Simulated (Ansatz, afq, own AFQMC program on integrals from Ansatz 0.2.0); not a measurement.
## ZrS, triplet → ZrS, singlet

```yaml
atoms:
  - { symbol: Zr, position_ang: [0.0000, 0.0000, 0.0000] }
  - { symbol: S, position_ang: [0.0000, 0.0000, 2.1829] }
```

E(singlet, charge +0) − E(triplet, charge +0) at this geometry, on ROHF and RHF determinants.

Basis def2-SVP with its core potentials. Noble-gas cores (and the filled d shells of Ga–Kr and In–Xe) are frozen. Integrals, coupled cluster, full CI and functionals: Ansatz 0.2.0; the random walks run on the same integrals in our own AFQMC program. ph-AFQMC/CISD is guided by a CISD state made of CCSD amplitudes; releasing the constraint for a short imaginary time cuts its bias at the price of noise, slowly where states lie close. ± is one standard error of the sampling. No spin–orbit coupling. The metal's outer-core s and p shells are frozen, which shifts wave-function levels against functionals. The errors of all members are added in quadrature.

No full CI on the walks' own integrals is used here; CCSDT(Q) serves as the reference and is uncertain by about the last step of the cluster series. Each member takes its own surest rung, up to full CI.

Errors are counted within def2-SVP, not against nature.

Cautions: no spin-orbit coupling; outer-core shells of the metal frozen; ZrS (triplet): another spin lies lower, a spin-contaminated unrestricted determinant lies lower (UHF 127 meV lower, ⟨S²⟩ 2.05), raised T1 diagnostic (T1 0.043, weight of the determinant 0.86, largest double 0.07), (T) is large, 7 % of the CCSD correlation, CCSDT(Q) on the UHF determinant differs (91 meV lower), by its state or its frozen core; ZrS (singlet): restricted determinant unstable towards unrestricted (UHF 475 meV lower, ⟨S²⟩ 0.91), strong correlation (T1 0.041, weight of the determinant 0.80, largest double 0.14), (T) is large, 8 % of the CCSD correlation, the released energies are still falling, so no released level is given (meV from the phaseless value at times in 1/Eh: -26 ± 3 at 0.60, -35 ± 4 at 1.20, -44 ± 5 at 2.00, -54 ± 7 at 3.00, -89 ± 13 at 4.20), though the last usable value meets CCSDTQ within the noise, CCSDTQ on the UHF determinant differs (38 meV higher), by its state or its frozen core, its ph-AFQMC/CISD value lies 66 ± 4 meV above CCSDTQ.

```csv
level,vertical spin gap (kJ/mol)
CCSD,-3.8
MP2,1.5
```

Question: From these cheaper values, estimate the vertical spin gap at the reference level in def2-SVP.

Answer: -19.5 kJ/mol (CCSDT(Q) in def2-SVP).

| level | vertical spin gap (kJ/mol) | error against CCSDT(Q) (kJ/mol) |
| --- | --- | --- |
| HF | 72.5 | 92.0 |
| CCSD(T) | -15.2 | 4.3 |
| CCSDT | -16.0 | 3.5 |
| ph-AFQMC/CISD | -14.1 ± 0.6 | 5.4 ± 0.6 |

Correlation beyond CCSD(T) takes off 4.3 kJ/mol. The perturbative (T) step is worth −11.3 kJ/mol. Where the cautions show a poor determinant, the low rows tell how each method copes with it, not its usual error.

A walk keeps the symmetry of its determinant, which the program's search chose and which needn't be the lowest solution, so a lower state of the same spin and another symmetry isn't excluded.
